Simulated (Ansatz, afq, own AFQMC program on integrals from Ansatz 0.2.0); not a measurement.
Integrals from Ansatz 0.2.0, then the random walk in our own AFQMC program (afq).

```yaml
crystal:
  periodic: [false, false, false]
  atoms:
    - {symbol: C, position_ang: [0.000000, 0.000000, 0.000000]}
    - {symbol: H, position_ang: [0.000000, 0.000000, 1.416000]}
basis:
  gaussian: {orbitals: cc-pVTZ}
total_charge: 1
magnetization: {spin_polarized: true, initial_magnetization: 0}
correlation: {method: ccsd_t, electrons: outside_noble_gas, hamiltonian_folder: ham}
```

```sh
$ ansatz run in.yaml --threads 1 --pin off --events-out ev --progress --plain --max-ram 24576MiB --backend cuda --devices 0, --max-vram 18GiB
```

Options of the walk:

```
--method phaseless --trial hf --walkers 4000 --populations 20 --least-time 40 --time-step 0.005 --steps-per-block 20 --equilibration-blocks 112 --max-blocks 4000 --target-error 0.0006000 --factor-cut 1e-05 --start spin_pure --seed 433 --taylor-order 6
```

Times are imaginary, in 1/Eh. The walk had a cap of 49 s. With eight or more populations the least sampling time is a fifth of least-time, and the error comes from their spread.

Output of the walk:

```
orbitals 43  electrons 2 2  factors 248 of 248
reference energy -37.88457729 Eh
CCSD correlation -0.11121327 Eh in 16 cycles, weight of the determinant in the CISD state 0.6947
energy of the start -37.888048 Eh
 block  time / (1/Eh)  mean weight  energy / Eh
     1     0.100  1.0004  -37.910992
     2     0.200  1.0004  -37.927063
     3     0.300  1.0005  -37.939100
     4     0.400  1.0005  -37.948248
     5     0.500  1.0005  -37.954153
    10     1.000  1.0001  -37.975156
    49     4.900  1.0002  -37.997787
    89     8.900  0.9999  -37.999064
   129    12.900  0.9996  -37.995377
   169    16.900  0.9996  -37.992548
   209    20.900  1.0001  -37.997397
   249    24.900  0.9999  -37.996713
   289    28.900  0.9999  -37.996747
   329    32.900  0.9995  -37.991399
error from the spread of 20 populations
energy -37.995086 +/- 0.000592 Eh
(rows thinned)
```

The run passed its tests (sampling time, drift between the halves within three errors, error under three times the target), which doesn't prove that it has relaxed.

Against this walk (error 16.1 meV) on the same determinant: CCSD(T) 96.3 meV lower, CCSDT(Q) 108.4 meV lower, full CI 109.7 meV lower, a separate phaseless walk with a CISD trial and standard settings 91.3 ± 16.3 meV lower. The error is statistical and leaves out the bias of the constraint. The determinant has ⟨S²⟩ = 0.54, so the low cluster orders mix in higher spin, while the walk starts as a pure singlet. Full CI is exact here, so the walk's 110 meV above it is the walk's own error: the bias of the constraint with this trial. The determinant is a poor start (see the cautions), so the low cluster orders aren't to be relied on, and full CI is the sure value.

Cautions: constraint bias not in the error; strong correlation (T1 0.181, weight of the determinant 0.69, largest double 0.11); unrestricted determinant spin contaminated (⟨S²⟩ 0.54 against 0.00).

The walk took 26 s on 1 × NVIDIA H100 80GB HBM3 with 2 threads of AMD EPYC 7R13 Processor (Zen 3), with other jobs on the host (the card was shared). The log's last line is the phaseless energy.

CCSDT and higher add their correlation energy to the determinant of the CCSD(T) run, since their own runs factorise the integrals more tightly (a shift of under 2 meV).
